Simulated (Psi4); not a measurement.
**BH3Cl− (SMILES [H][B-]([H])([H])Cl): HF/cc-pVTZ**

What is the vertical singlet–triplet gap of BH3Cl− at HF/cc-pVTZ? 

The calculation is run with Psi4 1.11.

1 further run of the same task is left out (set aside as unsound or not needed).

## (1) Starting point

BH3Cl− has 5 atoms, charge -1, and is taken as a singlet. SMILES: `[H][B-]([H])([H])Cl`. The shape is that of a GFN2-xTB optimisation.

Bond lengths: B1–Cl2 1.875 Å, B1–H3 1.207 Å, B1–H4 1.208 Å, B1–H5 1.207 Å. Angles: Cl2–B1–H3 106.7°, Cl2–B1–H4 106.7°, Cl2–B1–H5 106.7°, H3–B1–H4 112.1°, H3–B1–H5 112.2°, H4–B1–H5 112.1°.

## (2) Energy and gradient at HF/cc-pVTZ

File job.json:

```json
{
 "schema_name": "qcschema_input",
 "schema_version": 1,
 "molecule": {
  "schema_name": "qcschema_molecule",
  "schema_version": 2,
  "symbols": ["B", "Cl", "H", "H", "H"],
  "geometry": [-0.00241885, 0.00308025, -0.31560316, 0.02570028, -0.03994881, 3.2263861, 2.17753141, 0.02150508, -0.98689057, -1.10858893, 1.90049756, -0.93919388, -1.09222391, -1.88515299, -0.98469849],
  "molecular_charge": -1,
  "molecular_multiplicity": 1,
  "fix_symmetry": "c1"
 },
 "driver": "gradient",
 "model": {
  "method": "scf",
  "basis": "cc-pVTZ"
 },
 "keywords": {
  "puream": true,
  "e_convergence": 1e-09,
  "d_convergence": 1e-08,
  "scf_type": "pk",
  "scf_properties": ["QUADRUPOLE", "DIPOLE", "MULLIKEN_CHARGES"]
 }
}
```

Launch:

```sh
$ psi4 --qcschema job.json -n 1 --memory 1600MB
```

stdout:

```text
[...]
  Running in c1 symmetry.
[...]
  Nuclear repulsion =   42.139721504774762
[...]
  Multiplicity = 1
[...]
  Nalpha       = 13
  Nbeta        = 13
[...]
    Number of basis functions: 106
[...]
   @RHF iter   1:  -485.94449187033933   -5.75878e-01   2.63004e-03 DIIS/ADIIS
[...]
   @RHF iter  10:  -486.00036665965285   -3.01270e-12   2.29273e-09 DIIS
[...]
    Orbital Energies [Eh]
    ---------------------
    Doubly Occupied:
       1A   -104.569883     2A    -10.297737     3A     -7.764298
       4A     -7.763521     5A     -7.763521     6A     -7.347478
       7A     -0.840143     8A     -0.472961     9A     -0.279691
      10A     -0.279505    11A     -0.255546    12A     -0.180224
      13A     -0.180092
[...]
  @RHF Final Energy:  -486.00036665965285
   => Energetics <=
    Nuclear Repulsion Energy =             42.1397215047747622
    One-Electron Energy =                -760.2909734340119030
    Two-Electron Energy =                 232.1508852695842222
    Total Energy =                       -486.0003666596528547
[...]
 Multipole Moments:
 ------------------------------------------------------------------------------------
     Multipole            Electronic (a.u.)      Nuclear  (a.u.)        Total (a.u.)
 ------------------------------------------------------------------------------------
 L = 1.  Multiply by 2.5417464519 to convert [e a0] to [Debye]
 Dipole X            :          0.0407577           -0.0314238            0.0093340
 Dipole Y            :         -0.0647549            0.0495856           -0.0151693
 Dipole Z            :          5.0563210           -3.9317361            1.1245849
 Magnitude           :                                                    1.1247259
 L = 2.  Multiply by 1.3450342976 to convert [e a0^2] to [Debye ang]
 Quadrupole XX       :        -26.7435412            7.1684138          -19.5751274
 Quadrupole XY       :          0.0112534           -0.0085184            0.0027350
[...]
  Mulliken Charges: (a.u.)
   Center  Symbol    Alpha    Beta     Spin     Total
       1     B     2.52162  2.52162  0.00000 -0.04323
       2    CL     8.75570  8.75570  0.00000 -0.51141
       3     H     0.57413  0.57413  0.00000 -0.14825
       4     H     0.57451  0.57451  0.00000 -0.14902
       5     H     0.57404  0.57404  0.00000 -0.14809
   Total alpha = 13.00000, Total beta = 13.00000, Total charge = -1.00000
[...]
  -Total Gradient:
     Atom            X                  Y                   Z
    ------   -----------------  -----------------  -----------------
       1        0.000273466502    -0.000702095075     0.017699262928
       2       -0.000245603855     0.000403429629    -0.032963978829
       3       -0.005158712312    -0.000050451566     0.005173280929
       4        0.002473080298    -0.004192106525     0.004907931961
       5        0.002657769368     0.004541223536     0.005183503002
[...]
```

The result, in JSON:

```text
{
 "driver": "gradient",
 "model": {
  "method": "scf",
  "basis": "cc-pVTZ"
 },
 "success": true,
 "return_result": [0.00027346650158338636, -0.0007020950745026302, 0.017699262927756088, -0.00024560385463257223, 0.0004034296294807686, -0.03296397882871527, -0.0051587123124884615, -5.0451566337159645e-05, 0.0051732809287498085, 0.002473080297683311, -0.004192106524713857, 0.004907931961381375, 0.002657769367782545, 0.004541223536156769, 0.005183503001926139],
 "properties": {
  "calcinfo_nbasis": 106,
  "calcinfo_nmo": 106,
  "calcinfo_nalpha": 13,
  "calcinfo_nbeta": 13,
  "calcinfo_natom": 5,
  "nuclear_repulsion_energy": 42.13972150477476,
  "return_energy": -486.00036665965285,
  "return_gradient": [0.00027346650158338636, -0.0007020950745026302, 0.017699262927756088, -0.00024560385463257223, 0.0004034296294807686, -0.03296397882871527, -0.0051587123124884615, -5.0451566337159645e-05, 0.0051732809287498085, 0.002473080297683311, -0.004192106524713857, 0.004907931961381375, 0.002657769367782545, 0.004541223536156769, 0.005183503001926139],
  "scf_one_electron_energy": -760.2909734340119,
  "scf_two_electron_energy": 232.15088526958422,
  "scf_dipole_moment": [0.009333981635069266, -0.015169269390523488, 1.1245848687569215],
  "scf_total_energy": -486.00036665965285,
  "scf_total_gradient": [0.00027346650158338636, -0.0007020950745026302, 0.017699262927756088, -0.00024560385463257223, 0.0004034296294807686, -0.03296397882871527, -0.0051587123124884615, -5.0451566337159645e-05, 0.0051732809287498085, 0.002473080297683311, -0.004192106524713857, 0.004907931961381375, 0.002657769367782545, 0.004541223536156769, 0.005183503001926139],
  "scf_iterations": 10
 }
}
```

It took 20 s on 1 thread of Intel Xeon Platinum 8375C at 2.90GHz (Ice Lake), shared host; peak memory 0.64 GiB.

## (3) The triplet

File bclh3.py:

```python
import psi4

psi4.set_memory('1600 MB')
psi4.set_num_threads(1)
psi4.core.set_output_file('bclh3.out', False)

molecule = psi4.geometry("""
-1 3
B     -0.001280     0.001630    -0.167010
Cl     0.013600    -0.021140     1.707330
H      1.152300     0.011380    -0.522240
H     -0.586640     1.005700    -0.497000
H     -0.577980    -0.997580    -0.521080
symmetry c1
""")

psi4.set_options({
    'basis': 'cc-pVTZ',
    'reference': 'uhf',
    'puream': True,
    'e_convergence': 1e-09,
    'd_convergence': 1e-08,
    'scf_type': 'pk',
    'maxiter': 200,
})

E, wfn = psi4.gradient("scf", return_wfn=True)
psi4.oeprop(wfn, "DIPOLE", "WIBERG_LOWDIN_INDICES", "LOWDIN_CHARGES", title="SCF")
print('gradient / Eh bohr^-1')
print(E.np.round(6))
print(f'energy = {wfn.energy():.10f} Eh')
for k, v in sorted(psi4.core.scalar_variables().items()):
    print(f'{k:45s} {v:18.10f}')
```

Launch:

```sh
$ python bclh3.py
```

bclh3.out:

```text
[...]
  Running in c1 symmetry.
[...]
  Nuclear repulsion =   42.139721438069571
[...]
  Multiplicity = 3
[...]
  Nalpha       = 14
  Nbeta        = 12
[...]
    Number of basis functions: 106
[...]
   @UHF iter   1:  -485.61237439653348   -2.43760e-01   3.13098e-03 ADIIS/DIIS
[...]
   @UHF iter  52:  -485.71264187780457   -1.71099e-11   2.34234e-09 DIIS
[...]
   @S^2 Observed:                2.015225399E+00
[...]
    Orbital Energies [Eh]
    ---------------------
    Alpha Occupied:
       1A   -104.721650     2A    -10.448766     3A     -7.928892
       4A     -7.907869     5A     -7.906876     6A     -7.354546
       7A     -0.999340     8A     -0.525427     9A     -0.424661
      10A     -0.363102    11A     -0.342757    12A     -0.254063
      13A     -0.225779    14A      0.141057
    Alpha Virtual:
      15A      0.387926    16A      0.393623    17A      0.396229
      18A      0.465174    19A      0.472458    20A      0.484736
      21A      0.510640    22A      0.598012    23A      0.622782
      24A      0.658264    25A      0.675043    26A      0.693941
[...]
  @UHF Final Energy:  -485.71264187780457
   => Energetics <=
    Nuclear Repulsion Energy =             42.1397214380695715
    One-Electron Energy =                -757.7926843323410822
    Two-Electron Energy =                 229.9403210164668963
    Total Energy =                       -485.7126418778045718
  UHF NO Occupations:
  HONO-2 :   12  A 1.9962861
  HONO-1 :   13  A 1.0000000
[...]
  -Total Gradient:
     Atom            X                  Y                   Z
    ------   -----------------  -----------------  -----------------
       1       -0.009806435198     0.018975584790     0.082252102349
       2        0.002154475424    -0.004307465642    -0.064456333966
       3       -0.004101616468    -0.005647853468    -0.004577307206
       4        0.005261525411    -0.009738465484    -0.008855065199
       5        0.006492050831     0.000718199804    -0.004363395977
[...]
 Multipole Moments:
 ------------------------------------------------------------------------------------
     Multipole            Electronic (a.u.)      Nuclear  (a.u.)        Total (a.u.)
 ------------------------------------------------------------------------------------
 L = 1.  Multiply by 2.5417464519 to convert [e a0] to [Debye]
 Dipole X            :          0.0136710           -0.0314237           -0.0177527
 Dipole Y            :         -0.0061392            0.0495856            0.0434464
 Dipole Z            :          6.5600446           -3.9317361            2.6283085
 Magnitude           :                                                    2.6287275
[...]
```

The script printed:

```text
gradient / Eh bohr^-1
[[-0.009806  0.018976  0.082252]
 [ 0.002154 -0.004307 -0.064456]
 [-0.004102 -0.005648 -0.004577]
 [ 0.005262 -0.009738 -0.008855]
 [ 0.006492  0.000718 -0.004363]]
energy = -485.7126418778 Eh
CURRENT ENERGY                                   -485.7126418778
CURRENT REFERENCE ENERGY                         -485.7126418778
DD SOLVATION ENERGY                                 0.0000000000
HF KINETIC ENERGY                                 486.2105261941
HF POTENTIAL ENERGY                              -971.9231680719
HF TOTAL ENERGY                                  -485.7126418778
HF VIRIAL RATIO                                     1.9989759903
NUCLEAR REPULSION ENERGY                           42.1397214381
ONE-ELECTRON ENERGY                              -757.7926843323
PCM POLARIZATION ENERGY                             0.0000000000
PE ENERGY                                           0.0000000000
SCF ITERATION ENERGY                             -485.7126418778
SCF ITERATIONS                                     52.0000000000
SCF TOTAL ENERGY                                 -485.7126418778
TWO-ELECTRON ENERGY                               229.9403210165
```

It took 27 s on 1 thread of Intel Xeon Platinum 8375C at 2.90GHz (Ice Lake), shared host; peak memory 0.64 GiB.

## (4) Results

At HF/cc-pVTZ:

```
                                                      quantity          value
                                         singlet: total energy  -486.00037 Eh
                                          singlet: HOMO energy       -4.90 eV
                                          singlet: LUMO energy        9.80 eV
singlet: HOMO–LUMO gap (to an unbound level, set by the basis)       14.70 eV
                             singlet: largest force on an atom     1.695 eV/Å
                                         triplet: total energy  -485.71264 Eh
                   triplet: HOMO energy (highest over α and β)        3.84 eV
                                                 triplet: ⟨S²⟩          2.015
                             triplet: largest force on an atom     4.370 eV/Å
              vertical energy of the triplet above the singlet       7.829 eV
```

At this shape the triplet lies 7.83 eV (755 kJ/mol) above the singlet. For an anion a state so high probably lies above electron detachment. The largest force (singlet) is 1.70 eV/Å: the shape isn't a stationary point for this species at this level. The HOMO (triplet) lies at positive energy, 3.84 eV: the electron is unbound at this level or held by a compact basis; values depend on the basis.
